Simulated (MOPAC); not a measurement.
MOPAC input (PM6):

```
PM6 1SCF UHF MS=0.5 GEO-OK AUX(PRECISION=9) THREADS=1
C4H5

C     0.00329743 1   -0.68959053 1    0.83425245 1
C    -0.00671643 1    0.63296015 1    0.90078215 1
C     0.00781639 1   -0.84964659 1   -0.66746692 1
C    -0.00399140 1    0.72131498 1   -0.62771037 1
H    -0.01400541 1    1.37887752 1    1.67955288 1
H    -0.87973595 1   -1.30934951 1   -1.10071269 1
H     0.90403817 1   -1.29604212 1   -1.09676329 1
H     0.89064925 1    1.17483501 1   -1.05862435 1
H    -0.90338201 1    1.16145109 1   -1.06259646 1
```

From the last part of the output:

```
                                                       MOPAC v23.2.5 Linux

          FINAL HEAT OF FORMATION =         91.87772 KCAL/MOL =     384.41637 KJ/MOL

          COSMO AREA              =         98.24 SQUARE ANGSTROMS
          COSMO VOLUME            =         83.06 CUBIC ANGSTROMS

          IONIZATION POTENTIAL    =          9.855487 EV
          ALPHA SOMO LUMO (EV)    =         -9.855  1.229
          BETA  SOMO LUMO (EV)    =         -9.914  0.193
          NO. OF ALPHA ELECTRONS  =         11
          NO. OF BETA  ELECTRONS  =         10
          MOLECULAR WEIGHT        =         53.0835         POINT GROUP:  Cs

          MOLECULAR DIMENSIONS (Angstroms)

            Atom       Atom       Distance
            H     6    H     5     3.96307
            C     1    H     8     2.79811
            H     7    H     9     2.58178

          SCF CALCULATIONS        =          1

   ATOM   CHEMICAL          X               Y               Z
  NUMBER   SYMBOL      (ANGSTROMS)     (ANGSTROMS)     (ANGSTROMS)

     1       C          0.00329743  *  -0.68959053  *   0.83425245  *
     2       C         -0.00671643  *   0.63296015  *   0.90078215  *
     3       C          0.00781639  *  -0.84964659  *  -0.66746692  *
     4       C         -0.00399140  *   0.72131498  *  -0.62771037  *
     5       H         -0.01400541  *   1.37887752  *   1.67955288  *
     6       H         -0.87973595  *  -1.30934951  *  -1.10071269  *
     7       H          0.90403817  *  -1.29604212  *  -1.09676329  *
     8       H          0.89064925  *   1.17483501  *  -1.05862435  *
     9       H         -0.90338201  *   1.16145109  *  -1.06259646  *

                             CARTESIAN COORDINATES

   1    C        0.003297430    -0.689590530     0.834252450
   2    C       -0.006716430     0.632960150     0.900782150
   3    C        0.007816390    -0.849646590    -0.667466920
   4    C       -0.003991400     0.721314980    -0.627710370
   5    H       -0.014005410     1.378877520     1.679552880
   6    H       -0.879735950    -1.309349510    -1.100712690
   7    H        0.904038170    -1.296042120    -1.096763290
   8    H        0.890649250     1.174835010    -1.058624350
   9    H       -0.903382010     1.161451090    -1.062596460

           Empirical Formula: C4 H5  =     9 atoms

      MOLECULAR POINT GROUP   :   Cs

          ALPHA EIGENVALUES
 -30.47220 -23.15038 -22.18468 -17.59137 -16.21833 -14.79699 -13.67205 -12.92020
 -12.39432 -10.02367  -9.85549   1.22881   3.03319   3.43610   4.27785   5.27297
   5.83638   5.93822   5.99559   6.10474   6.35464

           BETA EIGENVALUES
 -30.37018 -23.08277 -21.94719 -17.51402 -16.15851 -13.96207 -13.15494 -12.90181
 -12.33297  -9.91417   0.19281   1.64854   3.14130   3.56059   4.61356   5.29990
   5.86434   5.94237   6.00727   6.22611   6.33251

              NET ATOMIC CHARGES AND DIPOLE CONTRIBUTIONS

  ATOM NO.   TYPE          CHARGE      No. of ELECS.   s-Pop       p-Pop
    1          C           0.077672        3.9223     1.28049     2.64183
    2          C          -0.314117        4.3141     1.13075     3.18336
    3          C          -0.332990        4.3330     1.10629     3.22670
    4          C          -0.221216        4.2212     1.09222     3.12899
    5          H           0.177809        0.8222     0.82219
    6          H           0.160052        0.8399     0.83995
    7          H           0.160052        0.8399     0.83995
    8          H           0.146369        0.8536     0.85363
    9          H           0.146369        0.8536     0.85363
 DIPOLE           X         Y         Z       TOTAL
 POINT-CHG.     0.001     0.197    -1.060     1.078
 HYBRID        -0.001     0.207    -0.256     0.330
 SUM           -0.000     0.405    -1.316     1.377

          ATOMIC ORBITAL ELECTRON POPULATIONS

     Atom    s        px        py        pz
    1  C   1.28049   0.87953   0.92202   0.84028
    2  C   1.13075   1.14206   1.03893   1.00238
    3  C   1.10629   1.16361   1.01983   1.04326
    4  C   1.09222   1.14666   0.98762   0.99471
    5  H   0.82219
    6  H   0.83995
    7  H   0.83995
    8  H   0.85363
    9  H   0.85363

                    (SZ)    =    0.500000
                    (S**2)  =    0.818149

          ATOMIC ORBITAL SPIN POPULATIONS

    Atom   Total    s     px     py     pz
         Atomic
    1  C  1.1250  0.176  0.247  0.357  0.346
    2  C -0.2621 -0.011 -0.246  0.006 -0.010
    3  C  0.0354 -0.001 -0.000  0.007  0.030
    4  C  0.0950  0.020  0.004  0.019  0.052
    5  H  0.0080  0.008
    6  H  0.0035  0.003
    7  H  0.0035  0.003
    8  H -0.0042 -0.004
    9  H -0.0042 -0.004

 **********************
 *                    *
 * JOB ENDED NORMALLY *
 *                    *
 **********************

 == MOPAC DONE ==
```
